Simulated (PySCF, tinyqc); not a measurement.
A ladder of methods, and size consistency: correlation methods against full CI in the sto-3g basis, for LiH, spin multiplicity 1. Computed by the program tinyqc with PySCF. 

Geometry (angstrom):
```
atom       x       y       z
Li    0.0000  0.0000  0.0000
H     0.0000  0.0000  2.1140
```

RHF energy of one = -7.818154 hartree

All electrons correlated; +Q is the Davidson correction (1 - c0^2) E_corr. The last columns treat two copies 100 angstrom apart as one system. FCI is the lowest singlet.

Correlation energies (hartree):
```
method   E_corr of one  share of FCI (%)  E_corr of two at 100 angstrom  two minus twice one (mhartree)
MP2           -0.01933            56.490                       -0.03866                       -6.14e-05
CISD          -0.03420            99.924                       -0.06465                           3.747
CISD+Q        -0.03639           106.335                       -0.07113                           1.649
CCSD          -0.03420            99.938                       -0.06840                       -1.51e-04
CCSD(T)       -0.03422            99.989                       -0.06844                       -1.50e-04
FCI           -0.03422           100.000                              -                               -
```

MP2 recovers 56 %, CISD 99.9 % and CCSD 99.9 % of the FCI value (c0^2 = 0.936 in CISD). MP2 and coupled cluster are size consistent, so their last column vanishes but for a trace of long-range electrostatics; CISD loses 3.75 mhartree, since a double excitation on each copy is a quadruple of the pair, and the Davidson correction leaves +1.65. The restricted reference is unstable here: a spin-polarised solution lies 0.0013 hartree lower (PySCF), so results built on it describe a poor reference.
